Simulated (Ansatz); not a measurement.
A ladder of methods for [BF2]+ (SMILES F[B+]F)

[BF2]+: 3 atoms, total charge +1, spin state singlet. As SMILES, `F[B+]F`. Geometry: optimised at B3LYP/def2-SVP.

| atom | x (Å) | y (Å) | z (Å) |
| --- | --- | --- | --- |
| F | 0.3304 | 1.1431 | 0.3084 |
| B | 0.0000 | 0.0000 | 0.0000 |
| F | -0.3305 | -1.1431 | -0.3084 |

Quantity: the dissociation energy of the F3–B2 bond into doublet F and doublet BF+ (shapes relaxed at B3LYP/def2-SVP, no zero-point term), in eV. The values are calculated.

```tsv
level	kind	program	value (eV)	less CCSD(T)/def2-TZVPP
SVWN5/def2-TZVPP	LDA	Ansatz	8.56	+1.29
PBE/def2-TZVPP	GGA	Ansatz	7.58	+0.31
r2SCAN/def2-TZVPP	meta-GGA	Ansatz	7.28	+0.01
B3LYP/def2-TZVPP	global hybrid	Ansatz	7.32	+0.05
PBE0-D4/def2-TZVPP	global hybrid	Ansatz	7.29	+0.02
CAM-B3LYP/def2-TZVPP	range-separated hybrid	Ansatz	7.41	+0.14
B2PLYP/def2-TZVPP	double hybrid	Ansatz	7.35	+0.08
CCSD(T)/def2-TZVPP	coupled cluster or CI	Ansatz	7.27	0.00
```

CCSD(T)/def2-TZVPP is the highest level here, not the true value. The values span 7.27 to 8.56 eV. Measured bond enthalpies also hold zero-point and thermal terms, a few tenths of an eV less.
